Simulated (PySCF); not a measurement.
From one molecule to another.

First species: C5H10S.
InChI=1S/C5H10S/c1-2-5-3-6-4-5/h5H,2-4H2,1H3

Second species: C5H10S.
SMILES: `CCCC(C)=S`

Levels: CAM-B3LYP/def2-SVPD for dipole moment, HOMO energy, LUMO energy, HOMO–LUMO gap, static isotropic polarisability and electronic spatial extent ⟨r²⟩ about the centre of nuclear charge; TDDFT CAM-B3LYP/def2-SVPD for lowest singlet excitation; PBE0-D3(BJ)/def2-SVP for rotational constant A and rotational constant C. Geometries: PBE0-D3(BJ)/def2-SVP. Each structure is a single optimised conformer of the isolated species, non-relativistic unless stated; the electronic structure was computed with PySCF and density fitting.

Dipoles, sizes and rotational constants follow the conformer. The torsions of the flexible species, by atom-mapped SMILES:
- `[CH3:1][CH2:2][CH:3]1[CH2:4][S:5][CH2:6]1`: C1–C2–C3–C4 -177°
- `[CH3:1][CH2:2][CH2:3][C:4]([CH3:5])=[S:6]`: C1–C2–C3–C4 -177°, C2–C3–C4–C5 -75°

```csv
property,column X,column Y
dipole moment,3.07 D,2.21 D
HOMO energy,-7.62 eV,-7.62 eV
LUMO energy,-0.82 eV,0.94 eV
HOMO–LUMO gap,6.80 eV,8.56 eV
lowest singlet excitation,2.55 eV,4.65 eV
static isotropic polarisability,84.6 au,79.1 au
electronic spatial extent ⟨r²⟩ about the centre of nuclear charge,1002 bohr²,880 bohr²
rotational constant A,5.088 GHz,7.503 GHz
rotational constant C,1.231 GHz,1.412 GHz
```

**Question.** Which column belongs to which species?

**Answer.** Column X is the second species and column Y the first. The first has 16 atoms and 56 electrons, the second 16 and 56.

**Question.** How does each property change from the first species to the second?

**Answer.** dipole moment +0.86 D; HOMO energy 0.00 eV; LUMO energy -1.76 eV; HOMO–LUMO gap -1.76 eV; lowest singlet excitation -2.10 eV; static isotropic polarisability +5.5 au; electronic spatial extent ⟨r²⟩ about the centre of nuclear charge +122 bohr²; rotational constant A -2.415 GHz; rotational constant C -0.181 GHz.

On the first: The polarisability is 11.72 Å³ as a volume (1 au = 0.148185 Å³), or 1.41 au for each of the 56 electrons. The dipole equals about 7.4 × 10⁻³⁰ C·m (1 D = 3.33564 × 10⁻³⁰ C·m).

On the second: A dipole of 3.07 D is allowed in C1, and pure rotational transitions are dipole-allowed. The principal polarisabilities are 67.3, 83.0 and 103.5 au; their mean is the isotropic value.
